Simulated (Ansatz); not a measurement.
Basis-set extrapolation for CH$_{2}$OS$_{2}$, SMILES `O=CSS` (PBE0-D4/def2-TZVP geometry, frozen core, Ansatz). Multiplicity 1, RHF reference.

|  | def2-TZVPP | def2-QZVPP |
| --- | --- | --- |
| HF | -909.018465 | -909.046340 |
| MP2 correlation | -0.735800 | -0.796776 |
| CCSD(T) correlation | -0.805682 | not run |

Energies in hartree. Use E(X) = E(∞) + A·exp(−7.88·√X) for Hartree–Fock and E(X) = E(∞) + B·X^(−2.97) for correlation, with X = 3 and 4, and add CCSD(T) minus MP2 of the smaller set to the MP2 limit.

What is the CCSD(T) energy at the basis-set limit?

HF limit: -909.046340 + (-0.027875) × 0.13774 = -909.05018. MP2 limit: -0.796776 + (-0.060976) × 0.74074 = -0.84194. Higher-order term: -0.805682 − (-0.735800) = -0.06988. Total: -909.96200 hartree, 3.75 eV below CCSD(T)/def2-TZVPP.
